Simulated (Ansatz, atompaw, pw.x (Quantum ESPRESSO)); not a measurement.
B (Z = 5): does the PAW (atompaw) potential hold in the solid?

```
Element                 : boron (B)
Generator               : atompaw 4.2.0.5
Type                    : PAW
Functional              : PBEsol
Relativity              : scalar-relativistic
Frozen core             : [He]
Valence charge          : 3
Reference configuration : 2s2 2p1
Partial waves           : 2s (bound): rc 1.15 bohr; 2s channel at 1.25 Ry: rc 1.15 bohr; 2p (bound): rc 3.00 bohr; 2p channel at -0.17 Ry: rc 3.00 bohr; 3d channel at 0.5 Ry: rc 3.00 bohr; 3d channel at 1.3 Ry: rc 3.00 bohr
Local potential         : vpsmatchnc scheme with l = 3 at 0 Ry, radius 2.00 bohr
Core correction         : smooth core density matched at 1.65 bohr
Augmentation charge     : besselshape compensation charge, radius 2.90 bohr; PAW radius 3.00 bohr; waves and projectors: custom rrkj gramschmidtortho
```

Atomic tests: cutoffs needed: 21 Ry and 30 Ry (the cutoffs (Ry, on a coarse ladder) from which the occupation-weighted sum of valence levels, in a spherical-Bessel basis at the reference potential, stays within 10 and 1 mRy of its value at 400 Ry); ghost test: no extra level below or beside the all-electron valence levels (s, p, d, f tested) (spherical-Bessel basis up to 400 Ry, 20 bohr box); lowest eigenvalue of the overlap operator: 0.60 (s channel).

Crystal test: fcc B in pw.x 7.5, no spin, 18³ k-points, Fermi–Dirac smearing 0.01 Ry, cutoffs 40/400 Ry. The reference is all-electron LAPW (Ansatz 0.2.0) with the same functional, mesh and smearing; V0 and B0 come from Birch–Murnaghan fits to the pressures at five volumes. Errors are pseudo minus all-electron; Δ is the rms difference of the E(V) curves that follow from these fits, minima aligned, over ±6 % about the mean V0. Mesh and smearing are coarse, so the numbers serve the comparison and aren't converged zero-temperature values; the lattice is a test structure that the element need not adopt.

```csv
V (Å³/atom),P all-electron (GPa),P pseudo (GPa)
5.544,15.12,31.40
5.690,6.84,20.56
5.836,-0.51,10.92
5.982,-7.04,2.36
6.128,-12.83,-5.22
```

All-electron: a0 = 2.856 Å (V0 = 5.83 Å³/atom), B0 = 278.7 GPa.

Pseudopotential: mean pressure error (GPa): +11.69; a0 (Å): 2.889; a0 error (%): +1.13; B0 error (%): +15.2; Δ (meV/atom): 13.5. The largest radius (3.00 bohr) exceeds half the bond length (1.91 bohr), so the spheres overlap, which is one possible source of error among others. This is a poor potential for the solid. The logarithmic derivative shows an extra or strongly shifted pseudo pole above the reference energy (d near 1.46 Ry).

Task: At the middle volume, how do free energy and pressure move when the wave cutoff is lowered (ecutrho held at 400 Ry)?

Result:

| cutoff (Ry) | shift of F (meV/atom) | shift of P (GPa) |
| --- | --- | --- |
| 18 | +66.8 | -7.95 |
| 24 | +7.8 | -1.24 |
| 32 | +1.2 | +0.25 |

Input at the middle volume:

```
&control
  calculation='scf', prefix='x', pseudo_dir='./', outdir='./tmp', tstress=.true., disk_io='none'
/
&system
  ibrav=0, nat=1, ntyp=1, ecutwfc=40, ecutrho=400, nbnd=8,
  occupations='smearing', smearing='fd', degauss=0.01
/
&electrons
  conv_thr=1e-09, mixing_beta=0.4, electron_maxstep=70
/
ATOMIC_SPECIES
B 1.0 B.UPF
CELL_PARAMETERS angstrom
  0.00000000 1.42898750 1.42898750
  1.42898750 0.00000000 1.42898750
  1.42898750 1.42898750 0.00000000
ATOMIC_POSITIONS crystal
B 0.0000 0.0000 0.0000
K_POINTS automatic
18 18 18 0 0 0
```

```bash
pw.x < B.scf.in > B.scf.out
```

Lines of the output:

```
Message from routine setup:
     using ibrav=0 with symmetry is DISCOURAGED, use correct ibrav instead
     lattice parameter (alat)  =       3.8189  a.u.
     unit-cell volume          =      39.3833 (a.u.)^3
     number of electrons       =         3.00
     number of Kohn-Sham states=            8
     kinetic-energy cutoff     =      40.0000  Ry
     charge density cutoff     =     400.0000  Ry
     scf convergence threshold =      1.0E-09
     Exchange-correlation= SLA PW PSX PSC
     number of k points=   195  Fermi-Dirac smearing, width (Ry)=  0.0100
     iteration #  1     ecut=    40.00 Ry     beta= 0.40
     total energy              =     -11.12618069 Ry
     estimated scf accuracy    <       0.00159285 Ry
     iteration #  2     ecut=    40.00 Ry     beta= 0.40
     total energy              =     -11.11535836 Ry
     estimated scf accuracy    <       0.00069140 Ry
     iteration #  3     ecut=    40.00 Ry     beta= 0.40
     total energy              =     -11.11817156 Ry
     estimated scf accuracy    <       0.00003206 Ry
     iteration #  4     ecut=    40.00 Ry     beta= 0.40
     total energy              =     -11.11821771 Ry
     estimated scf accuracy    <       0.00000052 Ry
     iteration #  5     ecut=    40.00 Ry     beta= 0.40
     total energy              =     -11.11822361 Ry
     estimated scf accuracy    <       0.00000035 Ry
     iteration #  6     ecut=    40.00 Ry     beta= 0.40
     total energy              =     -11.11822420 Ry
     estimated scf accuracy    <          3.2E-09 Ry
     iteration #  7     ecut=    40.00 Ry     beta= 0.40
     the Fermi energy is    15.0225 ev
!    total energy              =     -11.11822421 Ry
     estimated scf accuracy    <          1.1E-10 Ry
     smearing contrib. (-TS)   =      -0.00097923 Ry
     The total energy is F=E-TS. E is the sum of the following terms:
     one-electron contribution =       4.31986793 Ry
     hartree contribution      =       0.00900786 Ry
     xc contribution           =      -2.19924172 Ry
     ewald contribution        =      -7.64031901 Ry
     one-center paw contrib.   =      -5.60656003 Ry
     convergence has been achieved in   7 iterations
          total   stress  (Ry/bohr**3)                   (kbar)     P=      109.19
     Message from routine punch:
     Nothing written, as per user request (disk_io='none')
```

The run at the middle volume (195 k-points, 7 iterations) took about 3.2 s on one core of a shared host (AMD EPYC 9R45 96-Core Processor, 96 threads, 376 GiB, load 57).
